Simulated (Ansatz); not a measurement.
**AlH₅S (built from SMILES [AlH2][SH].[H][H]): a saddle search**

Does the minimum-mode search get back to a saddle from here?

Method: CAM-B3LYP-D4/cc-pVDZ; program: Ansatz 0.2.0, Gaussian basis.

## (1) The system as given

The start, a known saddle point with all atoms moved at random by about 0.06 Å a coordinate: 7 atoms, charge 0, spin multiplicity 1.

Atoms are counted from 1 here; the program's logs count them from 0.

Bond lengths: Al1–S2 2.332 Å, Al1–H3 1.611 Å, Al1–H4 1.548 Å, Al1–H5 1.840 Å, Al1–H6 1.714 Å, S2–H5 1.554 Å, S2–H7 1.291 Å. Angles: S2–Al1–H3 108.1°, S2–Al1–H4 110.6°, S2–Al1–H5 41.7°, S2–Al1–H6 78.4°, H3–Al1–H4 128.1°, H3–Al1–H5 111.8°, H3–Al1–H6 108.2°, H4–Al1–H5 120.1°, H4–Al1–H6 112.3°, H5–Al1–H6 36.8°, Al1–S2–H5 51.9°, Al1–S2–H7 94.8°, H5–S2–H7 92.7°, Al1–H5–S2 86.4°.

Geometry (Å):

```
Al   -0.8431    0.1785   -0.0994
S     1.4074    0.0444   -0.6963
H    -1.7175   -0.4584   -1.2937
H    -1.1186    1.4750    0.6994
H     0.6255   -0.8558    0.2997
H    -0.2966   -1.0986    0.9045
H     1.8158    0.8322    0.2410
```

## (2) The search

File run/in.yaml:

```yaml
crystal:
  periodic: [false, false, false]
  atoms:
    - {symbol: Al, position_ang: [-0.843143, 0.178488, -0.099397]}
    - {symbol: S, position_ang: [1.407395, 0.044369, -0.696305]}
    - {symbol: H, position_ang: [-1.717452, -0.458433, -1.293674]}
    - {symbol: H, position_ang: [-1.118628, 1.474999, 0.699370]}
    - {symbol: H, position_ang: [0.625471, -0.855781, 0.299696]}
    - {symbol: H, position_ang: [-0.296577, -1.098567, 0.904506]}
    - {symbol: H, position_ang: [1.815840, 0.832194, 0.241003]}
basis:
  gaussian: {orbitals: cc-pVDZ}
hamiltonian: {xc: {name: CAM-B3LYP}, dispersion: d4}
saddle:
  f_tol: 0.05
  max_steps: 40
  mode_guess:
    - [-0.3772, -0.2557, 0.3523]
    - [0.0559, -0.1641, 0.1467]
    - [-0.0413, 0.0750, -0.0918]
    - [0.0094, 0.1424, -0.1272]
    - [0.5642, 0.1831, -0.4023]
    - [-0.1787, 0.0777, 0.0425]
    - [-0.0323, -0.0584, 0.0798]
```

The run is started by

```bash
> ansatz run in.yaml --threads 2 --pin off --events-out ev --progress --plain --max-ram 4352MiB
```

The program printed:

```text
Functional definition: CAM-B3LYP
  name "CAM-B3LYP"
  cite "Yanai, Tew & Handy, Chem. Phys. Lett. 393, 51 (2004) doi:10.1016/j.cplett.2004.06.011"
  cite "Iikura, Tsuneda, Yanai & Hirao, J. Chem. Phys. 115, 3540 (2001) doi:10.1063/1.1383587"
  cite "Becke, Phys. Rev. A 38, 3098 (1988) doi:10.1103/PhysRevA.38.3098"
  cite "Lee, Yang & Parr, Phys. Rev. B 37, 785 (1988) doi:10.1103/PhysRevB.37.785"
  cite "Vosko, Wilk & Nusair, Can. J. Phys. 58, 1200 (1980) doi:10.1139/p80-159"
  parameter alpha = 0.19
  parameter beta = 0.46
  parameter omega = 0.33/bohr
  parameter ac = 0.81
  # Exact exchange under (alpha + beta erf(omega r))/r, Becke's under what is left of 1/r.
  exchange = (1 - alpha - beta)*b88_x + beta*b88_x_sr(omega) + alpha*exact_x + beta*exact_x_lr(omega)
  correlation = (1 - ac)*vwn5_c + ac*lyp_c
681 factors; integrals over basis functions are off by at most 3.6e-4 eV
261 factors; integrals over basis functions are off by at most 1.1e-6 eV
mean field evaluation 1: about -17512.2356 eV, gradient 1.0e1 eV
mean field evaluation 2: about -17512.5800 eV, gradient 5.0e0 eV
mean field evaluation 4: about -17512.6481 eV, gradient 2.3e-1 eV
mean field evaluation 8: about -17512.6479 eV, gradient 1.7e-3 eV
mean field -17512.64791718 eV, -643.5779404571 hartree, gradient 1.7e-5 eV, S^2 0.000000; 0 other end points of the search recorded, 0 dependent functions left out
the calculation of the forces begins
reference -17512.64803631 eV, -643.5779448352 hartree; 17, 17 occupied and 44, 44 virtual orbitals, 681 factors
[... from here to the last solve, the lines of the solves are left out (73 solves) ...]
saddle step   1: F+E_penalty+E_count = -17512.74310227 eV  max|allowed force component| = 2.232e0 eV/Å  curvature = -5.4571 eV/Å²  mode residual = 2.97e0 eV/Å²  Δτ_max = 0.0000 Å  (1 rotations, 3 force calls, 50 SCF iters)  cluster: 3 rotations left out, max|force component along them| = 4.159e-7 eV/Å
saddle step   2: F+E_penalty+E_count = -17512.83930570 eV  max|allowed force component| = 8.757e-1 eV/Å  curvature = -6.8500 eV/Å²  mode residual = 1.87e0 eV/Å²  Δτ_max = 0.0675 Å  (1 rotations, 3 force calls, 53 SCF iters)  cluster: 3 rotations left out, max|force component along them| = 2.309e-8 eV/Å
saddle step   3: F+E_penalty+E_count = -17512.87913350 eV  max|allowed force component| = 4.453e-1 eV/Å  curvature = -7.4067 eV/Å²  mode residual = 1.11e0 eV/Å²  Δτ_max = 0.0322 Å  (1 rotations, 3 force calls, 50 SCF iters)  cluster: 3 rotations left out, max|force component along them| = 1.403e-7 eV/Å
saddle step   4: F+E_penalty+E_count = -17512.88849901 eV  max|allowed force component| = 2.303e-1 eV/Å  curvature = -7.6729 eV/Å²  mode residual = 7.59e-1 eV/Å²  Δτ_max = 0.0189 Å  (1 rotations, 3 force calls, 50 SCF iters)  cluster: 3 rotations left out, max|force component along them| = 1.912e-7 eV/Å
saddle step   5: F+E_penalty+E_count = -17512.89227179 eV  max|allowed force component| = 1.349e-1 eV/Å  curvature = -7.5749 eV/Å²  mode residual = 8.66e-1 eV/Å²  Δτ_max = 0.0281 Å  (1 rotations, 3 force calls, 50 SCF iters)  cluster: 3 rotations left out, max|force component along them| = 1.614e-7 eV/Å
saddle step   6: F+E_penalty+E_count = -17512.89371976 eV  max|allowed force component| = 5.730e-2 eV/Å  curvature = -7.5276 eV/Å²  mode residual = 2.86e-1 eV/Å²  Δτ_max = 0.0143 Å  (1 rotations, 3 force calls, 49 SCF iters)  cluster: 3 rotations left out, max|force component along them| = 2.401e-7 eV/Å
saddle step   7: F+E_penalty+E_count = -17512.89379177 eV  max|allowed force component| = 2.423e-2 eV/Å  curvature = -7.4642 eV/Å²  mode residual = 2.29e-1 eV/Å²  Δτ_max = 0.0021 Å  (1 rotations, 6 force calls, 87 SCF iters)  cluster: 3 rotations left out, max|force component along them| = 1.706e-7 eV/Å
saddle search: the force at step 8 is within saddle.f_tol, and the search now checks the order of the point unasked, as it does wherever a lone molecule whose rigid rotations it leaves out would converge (saddle.isolated_cluster): at most 100 rotations across the mode and 202 force calls, two more next to a line or behind a second negative curvature, two more where it reads a positive, two for each turn that reads one and six more at each negative that it reads, and up to 22 at one that stands (24 where saddle.amplitude is under 0.005 Å), over each length that the point is read over (saddle.order_check: false declines the check)
saddle search: the rotation starts from a random direction (saddle.seed = 0)
261 factors; integrals over basis functions are off by at most 1.2e-6 eV
mean field evaluation 448: about -17512.7892 eV, gradient 2.3e-1 eV
mean field -17512.79978115 eV, -643.5835213552 hartree, gradient 4.9e-5 eV, S^2 0.000000; 1 other end points of the search recorded, 0 dependent functions left out
the calculation of the forces begins
reference -17512.79990105 eV, -643.5835257614 hartree; 17, 17 occupied and 44, 44 virtual orbitals, 681 factors
saddle step   8: F+E_penalty+E_count = -17512.89398593 eV  max|allowed force component| = 6.471e-3 eV/Å  curvature = -7.4256 eV/Å² (error put at 0.0066; -7.4316 at half of saddle.amplitude)  mode residual = 1.74e-1 eV/Å²  Δτ_max = 0.0132 Å  (1 rotations, 50 force calls, 657 SCF iters)  order check (unasked): positive, curvature across the mode = +0.4832 eV/Å²; +0.3761 less its residual, +0.3757 less it at half of saddle.amplitude; error put at 0.0005 (41 force calls)  cluster: 3 rotations left out, max|force component along them| = 1.531e-7 eV/Å
Total energy: -17512.89410583 eV, -643.5869877231 hartree
Atom 0 at    -0.896064     0.161862    -0.111858 Å, force    -0.001550    -0.004222    -0.006471 eV/Å
Atom 1 at     1.473746     0.016657    -0.733210 Å, force    -0.002171    -0.001683     0.006091 eV/Å
Atom 2 at    -1.735882    -0.447911    -1.298811 Å, force     0.000134     0.001876     0.001397 eV/Å
Atom 3 at    -1.156375     1.469999     0.730100 Å, force     0.000593     0.004154     0.002359 eV/Å
Atom 4 at     0.630588    -0.849718     0.335969 Å, force     0.000297    -0.003108    -0.002869 eV/Å
Atom 5 at    -0.330745    -1.105449     0.900260 Å, force     0.003847     0.000855     0.000692 eV/Å
Atom 6 at     1.887638     0.871829     0.232749 Å, force    -0.001151     0.002128    -0.001199 eV/Å
Dipole moment:     0.148713     0.056219     0.170873 e Å
```

Run time: 56 s. Hardware: 2 threads of Arm Neoverse V2, shared host.

The steps of the relaxation:

```
step  energy from step 1 (eV)  largest force component (eV/Å)
   1                   0.0000                          2.2319
   2                  -0.0962                          0.8757
   3                  -0.1360                          0.4453
   4                  -0.1454                          0.2303
   5                  -0.1492                          0.1349
   6                  -0.1506                          0.0573
   7                  -0.1507                          0.0242
   8                  -0.1509                          0.0065
```

Distances of close pairs at the start and the end, largest changes first:

```
  bond  before (Å)  after (Å)  change (Å)
Al1–S2       2.332      2.454      +0.122
 S2–H7       1.291      1.355      +0.064
 S2–H5       1.554      1.614      +0.060
Al1–H5       1.840      1.885      +0.045
Al1–H3       1.611      1.577      -0.035
Al1–H4       1.548      1.577      +0.030
Al1–H6       1.714      1.718      +0.004
```

## (3) Summary of results

| quantity | value |
| --- | --- |
| steps | 8 |
| energy change | -14.6 kJ/mol |
| last largest force | 0.0065 eV/Å |
| RMSD from the start | 0.056 Å |
| RMSD from the known saddle | 0.026 Å |

In words: It converged in 8 steps at a force tolerance of 0.05 eV/Å. It is back at the known saddle, up to the shift that another level brings.
